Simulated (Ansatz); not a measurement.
Zinc-blende CdSe: LDA at its full settings (plane-wave cutoff 520 eV, 10×10×10 k mesh, Fermi–Dirac smearing 0.01 eV, scalar-relativistic PAW data made under PBE) and at cheaper ones, in a cell of 2 atoms with Γ-centred meshes.

| level and setting | lattice constant a (Å) | bulk modulus B0 (GPa) | band gap (eV) |
|---|---|---|---|
| LDA (Ansatz) | 6.008 | 58.0 | 0.41 |
| LDA (2×2×2 k mesh) (Ansatz) | 6.164 | 35.6 | 0.04 |
| LDA (4×4×4 k mesh) (Ansatz) | 6.016 | 57.6 | 0.37 |

Largest shifts from the full settings: lattice constant a +2.60 % (LDA (2×2×2 k mesh)), against a difference of -1.14 % of the full result from the reference 6.077 Å (measured, room temperature, no zero-point or thermal correction, sources range from 6.052 to 6.084; as tabulated in arXiv:1206.3780); bulk modulus -39 % (LDA (2×2×2 k mesh)); band gap -0.37 eV (LDA (2×2×2 k mesh)).

Each row is at its own relaxed cell, so a gap follows the cell too.

Band edges were searched off the SCF mesh.

Levels without +SOC have no spin–orbit coupling; where heavier elements are present it shifts gaps, mostly down, and can invert bands. Density-functional gaps are differences of (generalised) Kohn–Sham levels.

Ansatz's density-functional and Hartree–Fock values are scalar-relativistic unless marked +SOC, with PAW data made under PBE.

Run with cheap settings on purpose, which may leave them unconverged: LDA (2×2×2 k mesh), LDA (4×4×4 k mesh).

Ansatz is a program for electronic structure.
